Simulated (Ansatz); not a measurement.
**Relaxing KRu3**

The calculation used DFT PBE, scalar-relativistic, plane waves, PAW (Ansatz).

KRu3 was placed on the Cu3Au (L1_2) structure type (Pm-3m, No. 221), with K in place of Au, Ru in place of Cu, at a guessed volume.

The final relaxation ran on this input, with the default PAW datasets:

```yaml
crystal:
  lattice:
    - [4.071569862, 0.0, 0.0]
    - [0.0, 4.071569862, 0.0]
    - [0.0, 0.0, 4.071569862]
  atoms:
    - { symbol: K, position: [0.0, 0.0, 0.0] }
    - { symbol: Ru, position: [0.0, 0.5, 0.5] }
    - { symbol: Ru, position: [0.5, 0.0, 0.5] }
    - { symbol: Ru, position: [0.5, 0.5, 0.0] }
basis:
  ecutwfc: 420
kpoints:
  mp_grid: { grid: [12, 12, 12] }
hamiltonian:
  xc: pbe
scf:
  occupations: { method: gaussian, width: 0.1 }
output:
  forces: true
  stress: true
  eigenvalues: true
relax:
  adjacent_minimum: "off"
  f_tol: 0.01
  max_steps: 80
  cell: { stress_tol: 0.05 }
```

Launched as:

```bash
ansatz run input.yaml --threads 1 --pin off --max-ram 2560MiB --backend cpu --events-out ev --progress --plain --runs-dir out
```

It took 20 s on 1 thread of Intel(R) Xeon(R) 6975P-C (Granite Rapids), on a shared host, peak memory 0.47 GiB.

End of the output:

```
SCF converged after 7 iterations
Free energy (F): -19166.898275 eV
Harris-Foulkes:  -19166.898275 eV  (|F-HF|=0.00e0)
Internal energy: -19166.840165 eV  (E = F + TS)
E sigma→0 (E₀):  -19166.869220 eV
Entropy (-TS):   -0.058111 eV (-14.528 meV/atom)
Fermi energy:    16.135640 eV
--- Per-component energies (eV) ---
  E_band       = -447.789234
  E_kinetic    = 1800.859667
  E_local      = -5103.980196  (includes V_loc(G=0)·N_el)
  E_nonlocal   = 1052.317719
  E_hartree    = 1690.307222
  E_xc         = -702.730155
  E_vxc        = -876.975260  (∫ρ·V_xc dr)
  E_paw        = -11168.384156  (= ΣΔE_a)
  E_vpaw       = -700.625061  (= ΣTr[D̂ρ^β])
  E_aug_tail   = -0.000549  (compensation charges beyond the density's cutoff)
  E_ewald      = -6735.229716
  E_smearing   = -0.058111  (= −TS)
  E_closure    =  0.000000  (closes the sum)
  Σ components = -19166.898275   (vs F -19166.898275, Δ=0.00e0)
--- Forces (eV/Å), atoms counted from 1 ---
  atom   1  K      0.00000000     0.00000000     0.00000000
  atom   2  Ru     0.00000000     0.00000000     0.00000000
  atom   3  Ru     0.00000000     0.00000000     0.00000000
  atom   4  Ru     0.00000000     0.00000000     0.00000000
  max |Σ_I F_I| component: 2.31e-29 eV/Å
--- Stress (GPa, compression-positive) ---
       -0.000186       0.000000       0.000000
        0.000000      -0.000186       0.000000
        0.000000       0.000000      -0.000186
  P = ⅓ Tr σ = -0.0002 GPa (-0.002 kbar)
--- Relaxed structure (3 steps of the walk, 2 accepted, 1 SCFs on fresh bases) ---
  F+E_penalty+E_count = -19166.89827524 eV   max|allowed force component| = 6.837e-30 eV/Å   (the final SCF, on the basis selected at the relaxed cell)
  cell:  # Å, volume = 67.3951 Å³
    - [4.069517, 0.000000, 0.0]
    - [0.000000, 4.069517, 0.0]
    - [0.0, 0.0, 4.069517]
  atoms:
    - { symbol: K, position: [0.000000, 0.000000, 0.000000] }
    - { symbol: Ru, position: [0.000000, 0.5, 0.5] }
    - { symbol: Ru, position: [0.5, 0.000000, 0.5] }
    - { symbol: Ru, position: [0.5, 0.5, 0.000000] }
```

Absolute energies hang on the potentials; compare differences alone.

The result has space group Pm-3m (No. 221). Around K lie 12 Ru at 2.88 Å; around Ru lie 4 K at 2.88 Å and 8 Ru at 2.88 Å.

Against the elements it lies at 1.75 eV/atom. Formation energies are uncorrected and refer to the elements' standard structures at the same level.

The k mesh leaves about 4 meV/atom of noise in metals.

A structure relaxed within its symmetry needn't be a true minimum.